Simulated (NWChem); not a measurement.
# C5H6 (pent-3-en-1-yne) at SVWN5/DGauss-DZVP

Aim: the vertical ionisation energy of C5H6 (pent-3-en-1-yne) at SVWN5/DGauss-DZVP, from 2 runs. 

Program for the calculation: NWChem 7.3.0.

## (1) Starting point

C5H6: 11 atoms, total charge 0, spin state singlet. SMILES: `C#C/C=C/C`. Geometry: relaxed at PBE0-D4/def2-TZVP.

Bond lengths: C1–C2 1.204 Å, C2–C3 1.417 Å, C3–C4 1.335 Å, C4–C5 1.485 Å, C1–H6 1.064 Å, C3–H7 1.088 Å, C4–H8 1.087 Å, C5–H9 1.091 Å, C5–H10 1.095 Å, C5–H11 1.095 Å. Some angles: C1–C2–C3 178.4°, C2–C3–C4 124.1°, C3–C4–C5 124.4°, C2–C1–H6 179.5°, C2–C3–H7 116.4°, C4–C3–H7 119.5°, C3–C4–H8 118.4°, C5–C4–H8 117.2°, C4–C5–H9 111.7°, C4–C5–H10 110.9°.

## (2) The energy at SVWN5/DGauss-DZVP

Input file nw.xyz:

```xyz
11
C5H6 energy
C     -1.516600     1.700600     2.003600
C     -0.739100     1.143700     1.272900
C      0.204200     0.511000     0.426200
C     -0.092900    -0.483100    -0.413900
C      0.889700    -1.151100    -1.304600
H     -2.210500     2.187700     2.646400
H      1.227200     0.877200     0.483800
H     -1.121000    -0.834000    -0.456000
H      1.889700    -0.729500    -1.189400
H      0.593600    -1.055200    -2.354300
H      0.941200    -2.224300    -1.094000
```

Input file nw.nw:

```
start nw
title "C5H6 energy"
memory 2200 mb
charge 0

geometry units angstrom noautosym nocenter noautoz
  load nw.xyz
end

basis spherical bse
  C library DGauss-DZVP
  H library DGauss-DZVP
end

dft
  xc slater vwn_5
  grid fine
  convergence energy 1e-08
  maxiter 100
  mulliken
  noprint "final vectors analysis"
end

task dft energy
```

Launch:

```
$ nwchem nw.nw > nw.out
```

What it wrote:

```text
[...]
          Wavefunction type:  closed shell.
          No. of atoms     :    11
          No. of electrons :    36
[...]
          Charge           :     0
          Spin multiplicity:     1
[...]
          AO basis - number of functions:    82
[...]
              XC Information
              --------------
                        Slater Exchange Functional  1.000 local
                      VWN V Correlation Functional  1.000 local
[...]
 d= 0,ls=0.0,diis     1   -192.2025033817 -3.31D+02  1.16D-02  5.82D-01     2.8
[...]
 d= 0,ls=0.0,diis    12   -192.2500204264 -4.57D-09  2.19D-07  2.19D-10    21.8
         Total DFT energy =     -192.250020426368
      One electron energy =     -533.775504201963
           Coulomb energy =      230.096921023540
    Exchange-Corr. energy =      -27.316575140116
 Nuclear repulsion energy =      138.745137892171
[...]
      Total Density - Mulliken Population Analysis
     ---------------------------------------------
    Atom       Charge   Shell Charges
 -----------   ------   -------------------------------------------------------
    1 C    6     6.51   2.00  0.75  0.62  2.49  0.62  0.03
    2 C    6     5.81   2.00  0.75  0.26  2.47  0.28  0.05
    3 C    6     6.28   2.00  0.75  0.42  2.58  0.47  0.06
    4 C    6     6.19   2.00  0.76  0.45  2.51  0.42  0.06
    5 C    6     6.76   2.00  0.75  0.61  2.71  0.65  0.05
    6 H    1     0.72   0.52  0.20
    7 H    1     0.75   0.54  0.22
    8 H    1     0.74   0.54  0.20
    9 H    1     0.75   0.54  0.21
   10 H    1     0.74   0.54  0.21
[...]
```

It took 23 s on 1 thread of AMD EPYC 7R43 (Zen 3), shared host; peak memory 0.11 GiB.

## (3) The doublet cation

Input file c5h6.nw:

```
start c5h6
memory total 2200 mb
charge 1
geometry units au noautosym nocenter noautoz
 C   -2.86595864   3.21366825   3.78625526
 C   -1.39669658   2.16127977   2.40543238
 C    0.38588207   0.96565005   0.80540127
 C   -0.17555556  -0.91292669  -0.78215764
 C    1.68128933  -2.17526374  -2.46533670
 H   -4.17723960   4.13415384   5.00097122
 H    2.31907190   1.65766776   0.91424950
 H   -2.11838299  -1.57603159  -0.86171511
 H    3.57101546  -1.37855521  -2.24764025
 H    1.12174143  -1.99403901  -4.44898222
 H    1.77861023  -4.20331782  -2.06736038
end
basis spherical bse
 C library DGauss-DZVP
 H library DGauss-DZVP
end
dft
 xc slater vwn_5
 mult 2
 grid fine
 convergence energy 1e-08
 iterations 100
 mulliken
 noprint "final vectors analysis"
end
task dft energy
```

Launch:

```
$ nwchem c5h6.nw > c5h6.out
```

What it wrote:

```text
[...]
          Wavefunction type:  spin polarized.
          No. of atoms     :    11
          No. of electrons :    35
[...]
          Charge           :     1
          Spin multiplicity:     2
[...]
          AO basis - number of functions:    82
[...]
              XC Information
              --------------
                        Slater Exchange Functional  1.000 local
                      VWN V Correlation Functional  1.000 local
[...]
 d= 0,ls=0.0,diis     1   -191.8535490625 -3.31D+02  6.91D-03  2.13D-01     4.0
[...]
 d= 0,ls=0.0,diis    14   -191.9198449771 -3.24D-09  2.27D-07  6.15D-10    37.0
[...]
         Total DFT energy =     -191.919844977079
      One electron energy =     -525.467916497301
           Coulomb energy =      221.807102460528
    Exchange-Corr. energy =      -27.004158871619
 Nuclear repulsion energy =      138.745127931313
[...]
      Total Density - Mulliken Population Analysis
     ---------------------------------------------
    Atom       Charge   Shell Charges
 -----------   ------   -------------------------------------------------------
    1 C    6     6.27   2.00  0.79  0.69  2.38  0.38  0.03
    2 C    6     5.72   2.00  0.76  0.27  2.45  0.20  0.04
    3 C    6     6.16   2.00  0.77  0.46  2.53  0.34  0.06
    4 C    6     6.08   2.00  0.79  0.48  2.44  0.31  0.06
    5 C    6     6.73   2.00  0.75  0.65  2.72  0.56  0.04
    6 H    1     0.64   0.51  0.14
    7 H    1     0.68   0.52  0.15
    8 H    1     0.68   0.53  0.15
    9 H    1     0.71   0.53  0.18
   10 H    1     0.67   0.52  0.15
[...]
      <S2> =      0.7520 (Exact =     0.7500)
[...]
```

Run time: 38 s. Hardware: 1 thread of AMD EPYC 7R43 (Zen 3), shared host; peak memory 0.11 GiB.

## (4) Results

Level: SVWN5/DGauss-DZVP.

```
                                          quantity          value
                        singlet C5H6: total energy  -192.25002 Eh
                       singlet C5H6: dipole moment         1.18 D
                      doublet cation: total energy  -191.91984 Eh
                              doublet cation: ⟨S²⟩          0.752
vertical ionisation energy (to the doublet cation)       8.985 eV
```

In words: Removing an electron at fixed nuclei costs 8.98 eV (867 kJ/mol).
